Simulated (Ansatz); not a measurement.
**Molecular dynamics of CH2LiO, charge +1**

The input (input.yaml):

```yaml
crystal:
  periodic: [false, false, false]
  atoms:
    - { symbol: Li, position_ang: [-1.035033, 0.222489, -2.73523] }
    - { symbol: C, position_ang: [0.107926, -0.224331, 0.164252] }
    - { symbol: O, position_ang: [-0.26097, 0.065864, -0.949019] }
    - { symbol: H, position_ang: [0.411684, -1.243978, 0.355088] }
    - { symbol: H, position_ang: [0.251115, 0.542223, 1.008603] }
total_charge: 1
basis:
  gaussian: { orbitals: "6-31G*" }
hamiltonian:
  xc: pbe
  dispersion: d4
md:
  timestep: 2.0
  n_steps: 40
  ensemble: nve
  temperature: 500.0
  initial_velocities: maxwell_boltzmann
  seed: 167547
scf:
  lower_state_search: "off"
```

Launched with:

```bash
$ ansatz run input.yaml --threads 1 --pin off --max-ram 2048MiB --backend cpu --events-out ev --progress --plain --runs-dir out
```

It goes on from the last frame of an earlier run, with new velocities.

Output, in part (step lines, the closing report, with atoms numbered from 0):

```
md step     0: t =     0.00 fs  T =   500.0 K  F+E_penalty+E_count = -3311.06819322 eV  E_kin = 0.193890 eV  conserved = -3310.87430322 eV  (15 SCF iters)
[... lines left out ...]
Total energy: -3311.05203316 eV, -121.6789179071 hartree
Atom 0 at    -0.863926     0.021399    -2.644363 Å, force    -0.133656     0.053338    -0.266431 eV/Å
Atom 1 at     0.170523    -0.302136     0.090051 Å, force    -1.245244     1.560734    -1.395941 eV/Å
Atom 2 at    -0.392129     0.237634    -0.917488 Å, force     1.450656    -0.987649     2.533677 eV/Å
Atom 3 at     0.397474    -1.365086     0.077981 Å, force     0.210848    -0.691085    -0.072943 eV/Å
Atom 4 at     0.423134     0.248591     1.043794 Å, force    -0.282604     0.064661    -0.798362 eV/Å
Dipole moment:    -0.253951    -0.222975    -1.071891 e Å
```

The steps, from the saved trajectory:

| time (fs) | T (K) | potential energy less start (eV) | conserved less start (meV/atom) |
| --- | --- | --- | --- |
| 0.0 | 500 | 0.000 | 0.00 |
| 2.0 | 543 | -0.024 | -1.58 |
| 4.0 | 417 | 0.039 | 1.32 |
| 6.0 | 388 | 0.044 | 0.21 |
| 8.0 | 455 | 0.020 | 0.52 |
| 10.0 | 587 | -0.033 | 0.14 |
| 12.0 | 675 | -0.077 | -1.81 |
| 14.0 | 520 | -0.003 | 0.91 |
| 16.0 | 423 | 0.034 | 0.72 |
| 18.0 | 479 | 0.009 | 0.23 |
| 20.0 | 562 | -0.025 | -0.24 |
| 22.0 | 564 | -0.030 | -1.11 |
| 24.0 | 392 | 0.047 | 1.04 |
| 26.0 | 335 | 0.068 | 0.85 |
| 28.0 | 418 | 0.030 | -0.29 |
| 30.0 | 454 | 0.018 | 0.03 |
| 32.0 | 431 | 0.022 | -1.02 |
| 34.0 | 263 | 0.097 | 0.95 |
| 36.0 | 250 | 0.104 | 1.34 |
| 38.0 | 422 | 0.024 | -1.21 |
| 40.0 | 435 | 0.025 | 0.05 |
| 42.0 | 380 | 0.045 | -0.31 |
| 44.0 | 243 | 0.100 | 0.09 |
| 46.0 | 178 | 0.134 | 1.81 |
| 48.0 | 301 | 0.071 | -1.17 |
| 50.0 | 300 | 0.079 | 0.32 |
| 52.0 | 290 | 0.082 | 0.04 |
| 54.0 | 268 | 0.088 | -0.46 |
| 56.0 | 236 | 0.109 | 1.41 |
| 58.0 | 308 | 0.066 | -1.63 |
| 60.0 | 215 | 0.114 | 0.66 |
| 62.0 | 170 | 0.133 | 1.03 |
| 64.0 | 268 | 0.087 | -0.55 |
| 66.0 | 338 | 0.069 | 1.27 |
| 68.0 | 471 | 0.001 | -1.94 |
| 70.0 | 384 | 0.045 | -0.09 |
| 72.0 | 262 | 0.100 | 1.46 |
| 74.0 | 367 | 0.049 | -0.56 |
| 76.0 | 438 | 0.025 | 0.09 |
| 78.0 | 505 | -0.006 | -0.92 |
| 80.0 | 453 | 0.016 | -0.38 |

The run went to its last step. The conserved energy stayed within 1.9 meV per atom of its start (net change -0.38 meV per atom), so the integration is sound. A step of 2 fs is long for free X–H stretches (periods near 10 fs) and can bias their spread and the temperature. A run of 0.08 ps of so small a system gives no equilibrium averages. Limits of this set-up: the dipole of an ion depends on the origin.

The same pairs are bonded in the first frame and the last. Pairs count as bonded within 1.25 times the sum of covalent radii (0.12 Å more for H–H).

Last frame:

```xyz
5
Properties=species:S:1:pos:R:3
Li -0.864 0.021 -2.644
C 0.171 -0.302 0.090
O -0.392 0.238 -0.917
H 0.398 -1.365 0.078
H 0.423 0.249 1.044
```

Time of the run: 20 s on 1 thread of Arm Neoverse V2, with other jobs on the host, peak memory 0.083 GiB.
